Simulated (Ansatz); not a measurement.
I need an active-space calculation of H4OSi2, SMILES [SiH]O[SiH3]. Use Ansatz 0.2.0 through its Python package. Use: SC-NEVPT2, 6-31G* basis, multiplicity 1.

Input file `h4osi2.xyz`:
```text
7

Si   -1.73880   -1.31000   -0.07480
O    -0.18360   -0.92250    0.11520
Si    0.79050    0.39070    0.26110
H    -2.20720   -0.57920   -1.31470
H     0.77030    1.21250   -0.97030
H     0.38980    1.21650    1.43810
H     2.24020   -0.07610    0.49960
```

Script `run_cas.py`:
```python
"""Active-space calculation on H4OSi2."""

import ansatz as az

BASIS_SET = "6-31G*"


def main() -> None:
    h4osi2 = az.Crystal.molecule_from_extxyz("h4osi2.xyz")

    calculation = (
        h4osi2.calculation()
        .basis(gaussian=BASIS_SET)
        .correlation(active_electrons=4, active_orbitals=4)
    )
    for method in ["sc_nevpt2"]:
        report = (calculation if method is None else calculation.correlation(method)).run(threads=1, pin="off").report
        space = report["configurations"]
        state = space["states"][0]
        print(method or "casscf", f"total {report['free_energy_ev'] / 27.211386246:.6f} Ha, active-space state {state['energy']['hartree']:.6f} Ha, mean field {report['reference_energy_ev'] / 27.211386246:.6f} Ha")
        print("  determinants", state["n_determinants"], " natural occupations", [round(n, 3) for n in space["natural_occupations"]])
    print("effectively unpaired electrons, sum of min(n, 2 - n):", round(sum(min(n, 2 - n) for n in space["natural_occupations"]), 3))


if __name__ == "__main__":
    main()
```

```console
$ python run_cas.py
RunWarning: the results are in doubt because another end's mean lies 0.362 eV lower, and its corrected mean 0.438 eV higher
sc_nevpt2 total -655.363669 Ha, active-space state -655.070305 Ha, mean field -655.037357 Ha
  determinants 36  natural occupations [1.982, 1.922, 0.077, 0.019]
effectively unpaired electrons, sum of min(n, 2 - n): 0.191
```
(Warnings from the package without file and line.)

What to keep in mind:
- Total energies depend on the basis set; only differences at equal settings carry meaning.
- The geometry is a force-field or estimated start, not a minimum of this method, and the basis set is short of its limit. The active space starts as a window about the frontier orbitals and is then optimised, not chosen by chemistry.
- A lower CASSCF solution was found and passed over, so the printed active-space state isn't the lowest.
- The whole script took 15 s on 1 thread of Intel(R) Xeon(R) Platinum 8259CL CPU @ 2.50GHz (Skylake/Cascade Lake), on a shared host, peak memory 0.19 GiB.

(Lines on the test bed's own set-up are left out of the output.)
